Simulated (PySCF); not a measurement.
Structure problem from calculated spectra and properties.

Formula: C4H7N.

| Property | Result |
| --- | --- |
| Rotational structure | rotational constants A, B, C: 7.961, 3.967, 2.901 GHz [PBE0-D3(BJ)/def2-SVP] |
| 1H NMR | chemical shifts (computed TMS as zero) by class: 2.44 (1 H), 1.24 (6 H) ppm [GIAO CAM-B3LYP/pcSseg-2] |
| XPS | C1s 291.3 (×2), C1s 292.1, C1s 292.3, N1s 405.0 eV [ΔSCF SCAN, pcX-2 on the ionised atom, pcseg-1 elsewhere, spin-free X2C] |
| Polarisability | 52.8 au [PBE0/def2-SVPD] |
| UV, first state | lowest singlet excitation: 7.69 eV (161 nm, f = 0.000) [TDDFT PBE0/def2-SVPD] |
| UV, strongest line | among the 10 lowest singlet transitions: S10 at 9.61 eV (129 nm, f = 0.041) [TDDFT PBE0/def2-SVPD] |
| 13C NMR | chemical shifts (computed TMS as zero) by class: 133.2 (1 C), 23.0 (1 C), 22.7 (2 C) ppm [GIAO CAM-B3LYP/pcSseg-2] |
| Dipole | 4.16 D [PBE0/def2-SVPD] |
| Valence photoelectron | vertical ionisation energy: 11.53 eV [ΔSCF PBE0/def2-SVPD] |

Gas-phase values; electronic properties from PySCF, density fitting. Levels stand in brackets. Geometry: PBE0-D3(BJ)/def2-SVP; no solvent, vibrations or thermal averaging. NMR classes are plain means over equivalent atoms (diastereotopic ones count apart unless rotation or inversion swaps them), as if these changed places fast.

Question: What is the compound? Reason from the data.

Answer: Numbering: `[CH3:1][CH:2]([CH3:3])[C:4]#[N:5]`. Its formula, C4H7N, gives 2 degrees of unsaturation: 0 rings and 2 π bonds in the structure found. 4 carbons fall into 3 classes; from least to most shielded: nitrile carbon [C4] (133.2 ppm), sp3 carbon next to a nitrile [C2] (23.0 ppm), methyl carbon [C1/C3] (22.7 ppm, 2 C). Hydrogen classes from least to most shielded: 1 H on an sp3 carbon next to a nitrile, C2 (2.44 ppm), 6 H on 2 methyl carbons, C1/C3 (1.24 ppm, a mean of values up to 0.5 ppm apart in this geometry). The core levels belong to: C1s 291.3 eV, methyl carbon [C1/C3]; C1s 292.1 eV, nitrile carbon [C4]; C1s 292.3 eV, sp3 carbon next to a nitrile [C2]; N1s 405.0 eV, nitrile nitrogen [N5]. The hole state at 292.1 eV has ⟨S²⟩ = 0.82 against 0.75, so that value is less sure. The first electron is taken from the HOMO, whose largest Löwdin shares are 0.42 on the nitrile nitrogen, 0.30 on the nitrile carbon, 0.11 on the sp3 carbon next to a nitrile and 0.06 on the methine hydrogen. The optimised geometry has point group Cs and is an asymmetric top. Structure: `CC(C)C#N` (isobutyronitrile). Computed isomers that give other values at the same levels: `N[C@@H]1[C@H]2C[C@@H]12` (13C chemical shifts (computed TMS as zero) by class: 56.9 (1 C), 20.4 (1 C), 4.3 (2 C) ppm); `CCC1=NC1` (rotational constant A: 13.180 GHz; this holds for the one conformer computed); `CC#CCN` (core binding energies: C1s 289.9, C1s 290.1, C1s 291.5, C1s 292.1, N1s 405.0 eV). The assignments are read from this structure; whether some other isomer fits the data as well wasn't checked.
